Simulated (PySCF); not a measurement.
**BH₇O, a complex of two parts as drawn: interaction energy**

An exercise on one series of results from a longer session: the logs are not shown, and one member is left open.

Computed with PySCF 2.14.0; each step states its level. No surroundings beyond the atoms listed, unless a continuum is named. Atoms count from 0, parts from 1.

## Starting point

9 atoms, charge 0, multiplicity 1; geometry: GFN2-xTB. Parts: 1 = atoms 0–4, `[BH4-]`, charge -1; 2 = atoms 5–8, `[OH3+]`, charge 1. In the given geometry H1 and H6 of different parts have joined to H2 (0.83 Å), so values for the parts refer to these atom groups.

Set-up of the first run:

The job: settings as JSON, then the geometry in Å.

```
{"job": {"xc": "PBE0", "basis": "def2-SVPD", "d3": "d3bj", "grid": 2, "kind": "geom", "shake": 0.01}, "charge": 0, "multiplicity": 1, "parts": [{"atoms": "0-4", "charge": -1, "multiplicity": 1}, {"atoms": "5-8", "charge": 1, "multiplicity": 1}]}
B      0.104358    -0.204843    -0.505735
H     -0.545992    -0.820512     1.803410
H      1.154960    -0.607048    -0.490857
H     -0.044200     0.971129    -0.341997
H     -0.752318    -0.796349    -1.072553
O     -0.697064    -0.053821     3.911415
H     -0.333339    -0.674216     1.019222
H     -0.927386     0.868522     3.817269
H      0.048226    -0.090225     4.538792
```

Launch:

```
OMP_NUM_THREADS=1 python cluster_run.py task.json out
```

One launch serves the whole session: the jobs run in the order shown.

Among the steps run: Geometry optimisation at PBE0-D3(BJ)/def2-SVPD; Coupled-cluster interaction energy: CCSD(T) and MP2.

One table of the session follows, with a row left open; its other results are not shown here.

It belongs to the step «Coupled-cluster interaction energy: CCSD(T) and MP2». 

```
                 method  interaction energy (kcal/mol)
         HF/aug-cc-pVDZ                        -326.64
        MP2/aug-cc-pVDZ                        -319.67
       CCSD/aug-cc-pVDZ                        -318.48
    CCSD(T)/aug-cc-pVDZ                        -308.34
         HF/aug-cc-pVTZ                        -328.14
        MP2/aug-cc-pVTZ                        -322.98
    SCS-MP2/aug-cc-pVTZ                              ?
      MP2, extrapolated                        -323.75
CCSD(T), limit estimate                        -312.42
```

Estimate the missing values for SCS-MP2/aug-cc-pVTZ.

The run gave: interaction energy (kcal/mol): -323.34. In the column «interaction energy (kcal/mol)» it lies between MP2, extrapolated (-323.75) and MP2/aug-cc-pVTZ (-322.98).

At this geometry H1 and H6 of different parts have joined to H2 (0.85 Å), so this energy is mostly that of cutting a chemical bond between strained fragments, not an intermolecular interaction.

To keep in mind: At this geometry a test (T1, the size of the triples or of CCSD(T) less MP2, charge moved between the parts) flags the run, so its CCSD(T) estimate is not taken as a benchmark. The interaction energy leaves out the deformation of the parts, 156.1 kcal/mol at MP2. So large a deformation means that a part is far from its own minimum, so a sum across the two methods would be rough.
